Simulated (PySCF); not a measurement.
## Stretching PS⁺

Set-up: PySCF, no relativity, basis sets P def2-SVP, S def2-SVP. Energies in eV from P + S⁺ in their ground configurations at the same level. State: ¹Σ⁺ (singlet), closed shell.

All columns are B2PLYP. A positive dipole points towards S; it is taken about the centre of mass and depends on that origin.

| R (Å) | E (eV) | μ (D) | Mulliken charge on P (basis-dependent) | HOMO (eV) | LUMO (eV) | Mayer bond order | ⟨S²⟩ |
| --- | --- | --- | --- | --- | --- | --- | --- |
| 1.580 | -4.085 | -0.84 | 0.61 | -18.36 | -8.31 | 2.81 | 0.00 |
| 1.653 | -5.368 | -1.05 | 0.64 | -18.40 | -8.60 | 2.79 | 0.00 |
| 1.727 | -6.095 | -1.26 | 0.67 | -18.33 | -8.88 | 2.78 | 0.00 |
| 1.782 | -6.372 | -1.42 | 0.69 | -18.01 | -9.08 | 2.77 | 0.00 |
| 1.837 | -6.477 | -1.57 | 0.71 | -17.72 | -9.27 | 2.77 | 0.00 |
| 1.892 | -6.453 | -1.72 | 0.72 | -17.45 | -9.45 | 2.77 | 0.00 |
| 1.966 | -6.276 | -1.91 | 0.74 | -17.11 | -9.67 | 2.76 | 0.00 |
| 2.057 | -5.906 | -2.13 | 0.75 | -16.72 | -9.92 | 2.76 | 0.00 |
| 2.168 | -5.354 | -2.37 | 0.76 | -16.30 | -10.19 | 2.76 | 0.00 |
| 2.315 | -4.591 | -2.66 | 0.76 | -15.82 | -10.48 | 2.76 | 0.00 |

A fit through these points gives, at Re = 1.852 Å, μ = -1.61 D and dμ/dR = -2.70 D/Å; the reduced mass is 15.73 u.

**Question.** How strong is the fundamental in the double-harmonic approximation, I = 42.26·(dμ/dR)²/μred km/mol?

**Answer.** I = 42.26·(-2.70)²/15.73 = 19.6 km/mol at B2PLYP.

Correlated steps freeze 10 core orbitals. For an ion De counts to the pair picked by the measured ionisation energies or electron affinities, which need not be the lowest pair at this level. B2PLYP dipoles, levels and charges come from its SCF part alone.
